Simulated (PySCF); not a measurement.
How long do these jobs take?

Single jobs in PySCF with density fitting, those on clusters of several parts including the runs of the parts alone, on shared hosts, each launched as `OMP_NUM_THREADS=1 python cluster_run.py task.json out`; times are rough.

| system (of a reaction: its main species) | parts or species | job | basis functions | threads × CPU | wall time | peak memory (GiB) |
| --- | --- | --- | --- | --- | --- | --- |
| boron trifluoride and bromide | 2 | interaction energy with counterpoise and decomposition, wB97M-D3(BJ)/def2-TZVPD, grids of densities and orbitals | 214 | 1 × AMD EPYC 9R45 96-Core | 21 s | 0.91 |
| TiBH2Cl3O3 | 1 | excited states, CAM-B3LYP/def2-SVPD, 6 singlets, 2 triplets, polarisability, ionisation by delta-SCF | 220 | 1 × AMD EPYC 9R45 96-Core | 2.3 min | 1.3 |
| hydrogen fluoride and dimethyl ether | 2 | spin-spin couplings, B3LYP/pcJ-1 | 178 | 1 × AMD EPYC 9R45 96-Core | 13 s | 0.72 |
| Si5H9(+) | 1 | excited states, CAM-B3LYP/def2-SVPD, 6 singlets, 2 triplets, polarisability, ionisation by delta-SCF | 192 | 1 × AMD EPYC 9R45 96-Core | 77 s | 1.1 |
| acetylene and acetonitrile | 2 | vibrations by differences of gradients, PBE0-D3(BJ)/def2-SVPD | 140 | 1 × AMD EPYC 9R45 96-Core | 3.7 min | 0.6 |

```json
{"system (of a reaction: its main species)": "ammonium and methanol", "parts or species": "2", "job": "interaction energy with counterpoise and decomposition, PBE0-D3(BJ)/def2-TZVPD", "basis functions": "186", "threads × CPU": "1 × AMD EPYC 9R45 96-Core"}
{"system (of a reaction: its main species)": "Zn2+ and bromide", "parts or species": "2", "job": "CCSD(T) and MP2 interaction energies, CCSD(T) in aug-cc-pVDZ, MP2 up to aug-cc-pVTZ", "basis functions": "152", "threads × CPU": "1 × AMD EPYC 9R45 96-Core"}
{"system (of a reaction: its main species)": "bromine monofluoride and carbonyl sulfide", "parts or species": "2", "job": "vibrations by differences of gradients, PBE0-D3(BJ)/def2-SVPD", "basis functions": "134", "threads × CPU": "1 × AMD EPYC 9R45 96-Core"}
```

Problem. Estimate wall time and peak memory of the jobs in the second table.

Solution. ammonium and methanol, interaction energy with counterpoise and decomposition: 9.2 s, 0.6 GiB; Zn2+ and bromide, CCSD(T) and MP2 interaction energies: 38 s, 0.67 GiB; bromine monofluoride and carbonyl sulfide, vibrations by differences of gradients: 2.1 min, 0.61 GiB.
